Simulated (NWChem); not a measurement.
Basis-set dependence for nitrogen dioxide (NO2)

```
N
O 1 1.1917
O 1 1.1917 2 134.61
```
Charge 0, spin multiplicity 2.

All runs are NWChem calculations. Structure: optimised with UB3LYP/def2-SVP, a minimum by its harmonic frequencies.

Hartree-Fock energies in Ha, correlation energies in mHa.

The correlated methods keep 3 core orbitals frozen. The unpaired electrons of the parent sit in orbitals of symmetry a1 (C2v labels of the run); other states weren't searched. No SCF solution was tested for a lower state. Open-shell Hartree-Fock references start from PBE0 orbitals. Coupled-cluster values serve here as a point of comparison, not as the truth.

| basis | functions | UHF | UMP2 | SCS-UMP2 | CCSD on ROHF | CCSD[T] on ROHF | CCSD(T) on ROHF | CCSD on UHF | CCSD[T] on UHF | CCSD(T) on UHF |
|---|---|---|---|---|---|---|---|---|---|---|
| STO-3G | 15 | -201.27124 | -199.3 | -189.7 | -202.4 | -225.5 | -222.8 | -198.5 | -219.6 | -217.0 |
| def2-SVP | 42 | -203.86320 | -539.8 | -513.8 | -539.4 | -568.0 | -564.7 | -531.6 | -558.6 | -555.4 |
| def2-TZVP | 93 | -204.12063 | -666.0 | -640.7 | not run | not run | not run | not run | not run | not run |

From def2-SVP to def2-TZVP the Hartree-Fock energy moves by -257.4 mHa and the UMP2 correlation energy by -126.2 mHa, which is 19 % of its value in the larger set.
